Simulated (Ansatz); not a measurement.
in.yaml

```yaml
crystal:
  periodic: [false, false, false]
  atoms:
    - {symbol: Si, position_ang: [-0.124629, 0.000001, 1.681959]}
    - {symbol: As, position_ang: [0.057778, 0.000000, -0.667422]}
    - {symbol: H, position_ang: [0.561776, -1.209969, 2.222531]}
    - {symbol: H, position_ang: [0.561775, 1.209971, 2.222530]}
    - {symbol: H, position_ang: [-0.972792, -1.104005, -0.850585]}
    - {symbol: H, position_ang: [-0.972793, 1.104003, -0.850586]}
basis:
  gaussian: {orbitals: cc-pVDZ}
total_charge: 1
magnetization: {spin_polarized: false, initial_magnetization: 2}
correlation: {method: ccsd, electrons: outside_noble_gas}
accuracy: high
```

```sh
$ ansatz run in.yaml --threads 1 --pin off --events-out ev --progress --plain --max-ram 2393MiB
```

Output:

```
1451 factors; integrals over basis functions are off by at most 4.5e-9 eV
mean field evaluation 1: about -68709.3793 eV, gradient 1.1e1 eV
mean field evaluation 2: about -68709.3934 eV, gradient 1.1e1 eV
mean field evaluation 4: about -68710.4115 eV, gradient 1.1e0 eV
mean field evaluation 8: about -68710.4252 eV, gradient 3.2e-3 eV
mean field evaluation 16: about -68709.3793 eV, gradient 1.1e1 eV
mean field evaluation 32: about -68707.4669 eV, gradient 5.0e-3 eV
mean field evaluation 64: about -68706.9441 eV, gradient 5.0e0 eV
mean field -68710.42517913 eV, -2525.0615517340 hartree, gradient 1.7e-8 eV, S^2 2.000000; 2 other end points of the search recorded, 0 dependent functions left out
determinant -68710.42517913 eV, -2525.0615517340 hartree, with singles and doubles -68716.37826050 eV, -2525.2803234393 hartree
determinant -68708.42850577 eV, -2524.9881753416 hartree, with singles and doubles -68714.75809135 eV, -2525.2207833213 hartree
determinant -68707.46688079 eV, -2524.9528362754 hartree, with singles and doubles -68714.02165627 eV, -2525.1937198312 hartree
19 core orbitals not correlated: weight in the atoms' cores, before any rotation towards them, 1.000 or more for the frozen orbitals, at most 0.000 for the correlated occupied ones
reference -68710.42517913 eV, -2525.0615517340 hartree; 7, 5 occupied and 39, 41 virtual orbitals, 1451 factors
second order -4.71552867 eV of doubles, -0.06669204 eV of singles
cycle   1  -5.95366761 eV  change   -5.9e-4 eV  update   2.8e-3
cycle   2  -5.95497770 eV  change   -1.3e-3 eV  update   2.4e-3
cycle   3  -5.95508273 eV  change   -1.1e-4 eV  update   1.3e-3
cycle   4  -5.95494377 eV  change    1.4e-4 eV  update   6.7e-4
cycle   5  -5.95565544 eV  change   -7.1e-4 eV  update   1.8e-4
cycle   6  -5.95592808 eV  change   -2.7e-4 eV  update   6.6e-5
cycle   7  -5.95594898 eV  change   -2.1e-5 eV  update   3.0e-5
cycle   8  -5.95592105 eV  change    2.8e-5 eV  update   1.0e-5
cycle   9  -5.95591424 eV  change    6.8e-6 eV  update   3.2e-6
cycle  10  -5.95591608 eV  change   -1.8e-6 eV  update   1.3e-6
cycle  11  -5.95591710 eV  change   -1.0e-6 eV  update   4.7e-7
cycle  12  -5.95591714 eV  change   -3.7e-8 eV  update   1.7e-7
cycle  13  -5.95591711 eV  change    2.5e-8 eV  update   7.3e-8
cycle  14  -5.95591707 eV  change    4.0e-8 eV  update   3.6e-8
cycle  15  -5.95591706 eV  change    1.6e-8 eV  update   2.3e-8
cycle  16  -5.95591701 eV  change    4.7e-8 eV  update   7.5e-8
cycle  17  -5.95591700 eV  change    1.4e-8 eV  update   2.4e-8
cycle  18  -5.95591699 eV  change    4.0e-9 eV  update   1.0e-8
cycle  19  -5.95591700 eV  change   -2.6e-9 eV  update   6.1e-9
cycle  20  -5.95591700 eV  change   -3.6e-9 eV  update   3.6e-9
cycle  21  -5.95591700 eV  change   -1.2e-9 eV  update   1.7e-9
cycle  22  -5.95591700 eV  change   3.2e-12 eV  update  7.8e-10
Total energy: -68716.38109613 eV, -2525.2804276467 hartree
```

Ran on 1 thread of Arm Neoverse V2, shared host: 11 s wall, 0.26 GiB peak host memory.
